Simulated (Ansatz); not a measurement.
# Energy on a grid of two coordinates

CH5N2 (SMILES NC=[NH2+]) (charge +1), singlet, PBE0-D4/def2-TZVP minimum:

```csv
atom,x (Å),y (Å),z (Å)
N1,-0.5279,0.7888,-0.6856
C2,-0.0320,0.2093,0.3719
N3,0.5532,-0.9556,0.3893
H4,-0.4999,0.3728,-1.6060
H5,-0.9642,1.6944,-0.6045
H6,-0.1128,0.7406,1.3153
H7,0.9082,-1.3269,1.2573
H8,0.6753,-1.5234,-0.4376
```

Rows set the bond length N3–H8 (Å; 1.010 at the minimum), columns the bond length C2–N3 (Å; 1.304), set in this order; the parts move rigidly, in a bend the first-named atom's side turns in the plane, and in a torsion the whole end group turns. CCSD(T) energies count from the value at that structure, in eV. Ansatz 0.2.0; basis: def2-TZVPP; cores frozen in the correlated methods.

```json
{"N3–H8 \\ C2–N3": "0.889", "1.173": "1.201", "1.212": "0.799", "1.267": "0.498", "1.332": "?", "1.404": "0.639", "1.482": "1.050", "1.565": "1.619"}
{"N3–H8 \\ C2–N3": "0.940", "1.173": "?", "1.212": "0.491", "1.267": "0.193", "1.332": "0.138", "1.404": "0.337", "1.482": "0.749", "1.565": "1.319"}
{"N3–H8 \\ C2–N3": "1.015", "1.173": "?", "1.212": "0.357", "1.267": "0.062", "1.332": "0.011", "1.404": "0.213", "1.482": "0.627", "1.565": "1.198"}
{"N3–H8 \\ C2–N3": "1.103", "1.173": "0.903", "1.212": "0.511", "1.267": "0.221", "1.332": "?", "1.404": "0.380", "1.482": "0.797", "1.565": "1.370"}
{"N3–H8 \\ C2–N3": "1.199", "1.173": "1.283", "1.212": "0.896", "1.267": "0.612", "1.332": "0.571", "1.404": "0.781", "1.482": "1.202", "1.565": "1.777"}
{"N3–H8 \\ C2–N3": "1.304", "1.173": "1.824", "1.212": "1.442", "1.267": "1.166", "1.332": "1.131", "1.404": "1.346", "1.482": "1.771", "1.565": "2.348"}
{"N3–H8 \\ C2–N3": "1.415", "1.173": "2.445", "1.212": "2.070", "1.267": "1.800", "1.332": "1.772", "1.404": "1.993", "1.482": "2.421", "1.565": "3.001"}
```

(1) Fill in the withheld cells. (To be estimated.)

The T1 diagnostic stays at or below 0.022.

Results:

(1) The calculation gives: (0.889, 1.332): 0.441; (0.940, 1.173): 0.892; (1.015, 1.173): 0.754; (1.103, 1.332): 0.175 eV. These count from the CCSD(T) energy at the PBE0-D4 minimum.

The same grid for a cheaper method: PBE-D4 − CCSD(T), both counted from the minimum, in eV:
```csv
N3–H8 \ C2–N3,1.173,1.212,1.267,1.332,1.404,1.482,1.565
0.889,0.071,0.065,0.053,0.034,0.011,-0.016,-0.044
0.940,0.053,0.047,0.035,0.017,-0.006,-0.032,-0.061
1.015,0.024,0.019,0.008,-0.010,-0.032,-0.059,-0.087
1.103,-0.012,-0.016,-0.026,-0.042,-0.064,-0.090,-0.119
1.199,-0.050,-0.053,-0.062,-0.077,-0.099,-0.124,-0.153
1.304,-0.092,-0.094,-0.101,-0.115,-0.135,-0.160,-0.188
1.415,-0.136,-0.136,-0.141,-0.153,-0.172,-0.196,-0.224
```

For scale, one of the runs: CCSD(T)/def2-TZVPP, 163 basis functions (an equivalent command: `ansatz run in.yaml --threads 2`). Time: 22 s of wall clock on 2 CPU threads; the host was shared. Peak host memory: 1.3 GiB.
